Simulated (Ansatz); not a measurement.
Results of PBE (Ansatz, a program for electronic structure, PAW) for CsCl-type TlCl.

Numerical settings: plane-wave cutoff 520 eV, 6×6×6 k mesh, scalar-relativistic PAW data made under PBE.

Computed at the level's own relaxed cell.

Hill averages of the elastic tensor: K = 22.1 GPa, G = 7.8 GPa. Volume 29.657 Å³/atom, mean atomic mass 119.918 u.

Work out the density, the sound velocities of a polycrystal and the elastic Debye temperature at this level.

ρ = 1.66054 × 119.918/29.657 = 6.714 g/cm³. v_l = √[(K + 4G/3)/ρ] = 2.200 km/s and v_t = √(G/ρ) = 1.078 km/s. The mean follows from 3/v_m³ = 1/v_l³ + 2/v_t³: v_m = 1.211 km/s. Θ_D = (ħ/k_B) v_m (6π²/V)^(1/3) = 76.38 K Å s/km × 1.211 × 1.2592 Å⁻¹ = 116 K, counting all atoms of the cell.
